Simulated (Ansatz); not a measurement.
Cartesian coordinates in Å:
```
N -1.480 0.690 -0.499
C -0.201 0.059 -0.680
C 0.489 -0.367 0.591
C 1.715 -1.205 0.619
F 2.758 -0.430 0.729
O 0.052 -0.185 1.708
H -2.127 0.050 -0.055
H -1.394 1.482 0.127
H 0.483 0.730 -1.216
H -0.297 -0.824 -1.322
```

Total charge 0; spin multiplicity 1. The bonds changed during the relaxation, so this is another structure than the one it started from.

List the r2SCAN/def2-TZVPP orbital energies in eV (Ansatz). (Estimate.)

The calculation gave: Occupied: -668.47, -516.56, -385.53, -276.62, -275.93, -274.69, -34.22, -28.47, -23.97, -19.80, -18.04, -15.31, -13.68, -13.58, -13.11, -12.61, -12.17, -11.22, -10.71, -9.70, -7.76, -6.86, -5.69. Lowest empty: -3.62, -2.23, 0.76, 1.92, 2.16, 3.04, 3.99, 4.23.
